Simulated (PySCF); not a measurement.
# C4H6: the cost of one run

Programs: PySCF 2.14.0, with routines of our own; each step states its level. All values are computed. Atoms count from 0.

## 1. The system as given

10 atoms, charge 1, multiplicity 2; geometry from: GFN2-xTB.

## 2. Open-shell or spin-flip excitations: unrestricted TDA B3LYP/def2-SVPD

What the job is given:

```
{"job": {"kind": "uabs", "xc": "B3LYP", "basis": "def2-SVPD", "nstates": 10, "tda": true}, "charge": 1, "multiplicity": 2}
C     -1.747341    -0.469140     0.428708
C     -0.471854    -0.526528    -0.034657
C      0.473205     0.527703     0.109533
C      1.749139     0.470474    -0.352789
H     -2.217203     0.457005     0.733882
H     -2.353576    -1.361872     0.509917
H     -0.130939    -1.423633    -0.545210
H      0.132968     1.423657     0.622325
H      2.356455     1.362685    -0.433398
H      2.218028    -0.455697    -0.659492
```

Method: unrestricted TDA B3LYP/def2-SVPD, vertical, gas phase, core orbitals frozen in the response.

Launch:

```console
$ OMP_NUM_THREADS=1 python excited_run.py task.json out
```

One launch serves the whole session: the jobs run in the order shown.

**Question.** How long does this first job take on 1 thread of Intel Xeon Platinum 8488C, shared host, and how much memory does it need?

About 20 s, with a peak of 0.52 GiB.
